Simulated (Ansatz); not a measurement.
# C3H9NS: one species, many methods

The task here is to estimate one member of a computed series from the others.

The runs use Ansatz 0.2.0, Gaussian basis; functionals in def2-TZVPP, the program's frozen cores in correlated methods.

The runs, in order: PBE-D4, r2SCAN-D4, PBE0-D4, B3LYP-D4, ωB97X-V, ωB97M-V, B2PLYP; CCSD(T)/def2-TZVPP; MP2/def2-QZVPP; extrapolation to the limit.

## The relaxed structure

The geometry comes from an earlier relaxation with PBE0-D4 in a triple-zeta def2 set; it is a stationary point, not always the lowest conformer.

14 atoms, charge 0, spin multiplicity 1.

Atoms are counted from 1 here; the program's logs count them from 0.

Bond lengths: C1–S2 1.795 Å, C1–H6 1.092 Å, C1–H7 1.092 Å, C1–H8 1.090 Å, S2–C3 1.842 Å, C3–C4 1.515 Å, C3–N5 1.436 Å, C3–H9 1.094 Å, C4–H10 1.094 Å, C4–H11 1.091 Å, C4–H12 1.091 Å, N5–H13 1.011 Å, N5–H14 1.014 Å. Angles: S2–C1–H6 111.9°, S2–C1–H7 111.3°, S2–C1–H8 107.1°, H6–C1–H7 109.9°, H6–C1–H8 108.1°, H7–C1–H8 108.5°, C1–S2–C3 100.0°, S2–C3–C4 106.6°, S2–C3–N5 116.1°, S2–C3–H9 106.1°, C4–C3–N5 110.4°, C4–C3–H9 109.8°, N5–C3–H9 107.8°, C3–C4–H10 110.5°, C3–C4–H11 111.1°, C3–C4–H12 109.5°, H10–C4–H11 108.1°, H10–C4–H12 108.3° and more.

Geometry (Å):

```xyz
14
C3H9NS
C    -1.41834   -0.50211    1.63223
S     0.32260   -0.61346    1.21013
C     0.25750   -0.09203   -0.55506
C     1.66290   -0.23641   -1.10088
N    -0.24338    1.23072   -0.80392
H    -1.78574    0.52498    1.58001
H    -2.02388   -1.14597    0.99028
H    -1.52111   -0.84619    2.66161
H    -0.40856   -0.80100   -1.05610
H     2.34507    0.44797   -0.58877
H     2.03530   -1.25239   -0.96359
H     1.66748    0.00844   -2.16415
H    -1.20686    1.32849   -0.51233
H     0.30402    1.91978   -0.30075
```

The first run:

File in.yaml:

```yaml
crystal:
  periodic: [false, false, false]
  atoms:
    - {symbol: C, position_ang: [-1.418343, -0.502111, 1.632230]}
    - {symbol: S, position_ang: [0.322601, -0.613461, 1.210133]}
    - {symbol: C, position_ang: [0.257500, -0.092034, -0.555063]}
    - {symbol: C, position_ang: [1.662895, -0.236405, -1.100877]}
    - {symbol: N, position_ang: [-0.243376, 1.230722, -0.803921]}
    - {symbol: H, position_ang: [-1.785739, 0.524977, 1.580013]}
    - {symbol: H, position_ang: [-2.023883, -1.145971, 0.990280]}
    - {symbol: H, position_ang: [-1.521114, -0.846194, 2.661607]}
    - {symbol: H, position_ang: [-0.408560, -0.801001, -1.056103]}
    - {symbol: H, position_ang: [2.345070, 0.447966, -0.588768]}
    - {symbol: H, position_ang: [2.035300, -1.252386, -0.963592]}
    - {symbol: H, position_ang: [1.667480, 0.008436, -2.164152]}
    - {symbol: H, position_ang: [-1.206855, 1.328489, -0.512334]}
    - {symbol: H, position_ang: [0.304022, 1.919776, -0.300754]}
basis:
  gaussian: {orbitals: def2-TZVPP}
hamiltonian: {xc: pbe, dispersion: d4}
output: {forces: true, orbitals: {seedname: orbitals}}
```

Run with:

```console
> ansatz run in.yaml --threads 4 --pin off --events-out ev --progress --plain --max-ram 10444MiB
```

Among the steps run: PBE-D4 (GGA); r2SCAN-D4 (meta-GGA); PBE0-D4 (hybrid); B3LYP-D4 (hybrid); ωB97X-V (range-separated); ωB97M-V (range-separated); B2PLYP (double hybrid); CCSD(T) in def2-TZVPP; MP2 in def2-QZVPP.

One table of the session follows, with a row left open; its other results are not shown here.

It belongs to the step «Atomisation energies». 

```
            method  atomisation energy (kJ/mol)
            PBE-D4                       5275.8
         r2SCAN-D4                       5165.7
           PBE0-D4                       5193.2
          B3LYP-D4                       5171.3
           ωB97X-V                       5179.3
           ωB97M-V                       5186.2
            B2PLYP                       5105.3
     HF/def2-TZVPP                       3722.1
    MP2/def2-TZVPP                            ?
   CCSD/def2-TZVPP                       4953.7
CCSD(T)/def2-TZVPP                       5027.2
           MP2/CBS                       5211.7
       CCSD(T)/CBS                       5162.1
```

**Question.** Estimate the row for MP2/def2-TZVPP.

The run gave: atomisation energy (kJ/mol): 5076.8. In the column «atomisation energy (kJ/mol)» it lies between CCSD(T)/def2-TZVPP (5027.2) and B2PLYP (5105.3).
